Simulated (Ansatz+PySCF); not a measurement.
Values are calculated unless marked as measured or tabulated.
## Ansatz (development build ahead of 0.2.0) run

```yaml
crystal:
  periodic: [false, false, false]
  atoms:
    - { symbol: C, position_ang: [0.0, 0.0, 0.22341] }
    - { symbol: H, position_ang: [-0.54734, 0.0, -0.82943] }
    - { symbol: H, position_ang: [0.54734, 0.0, -0.82943] }
    - { symbol: H, position_ang: [0.0, -0.96329, 0.71772] }
    - { symbol: H, position_ang: [0.0, 0.96329, 0.71772] }
basis:
  gaussian: { orbitals: cc-pVTZ }
total_charge: 1
magnetization:
  initial_magnetization: 1
hamiltonian:
  xc: hf
correlation:
  method: ccsd_t
  frozen_orbitals: { C: 1, H: 0 }
```

The input is written out in the form of the current development build from the run's settings. Correlation on restricted open-shell orbitals is semicanonical, with singles.

The run gave:

| Property | Result |
| --- | --- |
| Converged | yes |
| Reference energy | -39.78054 hartree |
| Correlation energy | -0.18998 hartree |
| Total energy | -39.97052 hartree |
| Spin squared of the determinant | 0.750 |
| Stability test | minimum among restricted orbitals |
| T1 diagnostic | 0.013 |
| Occupied orbitals by symmetry in an Abelian subgroup (alpha; beta) | 3 A1 1 B1 1 B2; 3 A1 1 B2 |
